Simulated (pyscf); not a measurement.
**Four-centre exchange: H₃C–SiH: (SMILES C[SiH]) [singlet] + HCl (SMILES Cl) → CH₄ (SMILES C) + :HSi–Cl (SMILES [SiH]Cl) [singlet]**

Gas phase, singlet surface, charge 0. Bonds broken: C1–Si2, Cl3–H7. Bonds formed: C1–H7, Si2–Cl3. Optimised with ωB97X-D3(BJ)/def2-SVP in PySCF. Correlated levels are frozen-core, on RHF or UHF. ΔMP2 is the change of the MP2 total energy from the triple- to the quadruple-zeta basis.

Transition state (Å):

```xyz
8

C      0.4081    -0.2129     0.3416
Si    -0.9278     0.6550    -0.9487
Cl    -0.9009     2.4155     0.7456
H      0.8541    -0.8307    -0.4592
H     -0.0994    -0.8735     1.0590
H      1.2866     0.2431     0.8383
H     -0.0678     1.1860     0.6494
H      0.1822     1.3999    -1.6805
```

One imaginary mode, 1003i cm⁻¹; descent along it reached the two sides named, in the forms told below.

```csv
bond,change,reactant side (Å),saddle,product side
C1–Si2,breaks,1.918,2.050,3.1
Cl3–H7,breaks,1.287,1.488,3.0
C1–H7,forms,3.3,1.509,1.101
Si2–Cl3,forms,2.7,2.443,2.095
```

Electronic energies relative to the separated reactants (kcal/mol):

| level | barrier | reaction energy | reverse barrier |
|---|---|---|---|
| ωB97X-D3(BJ)/def2-TZVP | 2.8 | -34.7 | 37.5 |
| PBE/def2-TZVP | -3.2 | -34.7 | 31.5 |
| r²SCAN/def2-TZVP | -1.8 | -35.0 | 33.2 |
| B3LYP-D3(BJ)/def2-TZVP | 3.1 | -35.1 | 38.3 |
| PBE0-D3(BJ)/def2-TZVP | -1.2 | -34.0 | 32.8 |
| M06-2X/def2-TZVP | 2.9 | -34.9 | 37.8 |
| ωB97M-D3(BJ)/def2-TZVP | 4.3 | -34.1 | 38.4 |
| HF/def2-TZVP | 24.2 | -35.2 | 59.4 |
| MP2/def2-QZVPP | 2.8 | -34.1 | 36.9 |
| CCSD/def2-TZVPP | 11.3 | -32.3 | 43.6 |
| CCSD(T)/def2-TZVPP | 7.8 | -32.5 | 40.3 |
| CCSD(T)/def2-TZVPP + ΔMP2(QZVPP) | 7.0 | -32.9 | 39.9 |

With CCSD(T)/def2-TZVPP + ΔMP2(QZVPP) energies and thermal terms (ideal gas, 1 atm, RRHO with modes under 100 cm⁻¹ raised to 100, one conformer, R ln 2 for chiral ones without a mode under 150 cm⁻¹), in kcal/mol:

```
T (K)  ΔH‡   ΔG‡     ΔH     ΔG
-----  ---  ----  -----  -----
298    6.8  17.2  -30.9  -30.2
600    6.6  27.9  -31.7  -29.2
900    6.8  38.5  -32.4  -27.8
1200   7.2  49.1  -32.9  -26.2
```

On the reactant side the descent ends in a complex, 7.4 kcal/mol under the separated species and 10.2 kcal/mol under the saddle at ωB97X-D3(BJ)/def2-TZVP. At PBE, r²SCAN, PBE0-D3(BJ) the saddle lies under the separated reactants, which points to a path from their complex (located at ωB97X-D3(BJ) alone). The same reactants have a lower exit, to H₃C–Si:–Cl [singlet] + H₂ (barrier -2.3 kcal/mol at ωB97M-D3(BJ), against +4.3 kcal/mol here). This is the saddle that the search found; another between the same sides may lie lower. The CCSD(T) − MP2 part came from Ansatz, without density fitting, on the same reference.
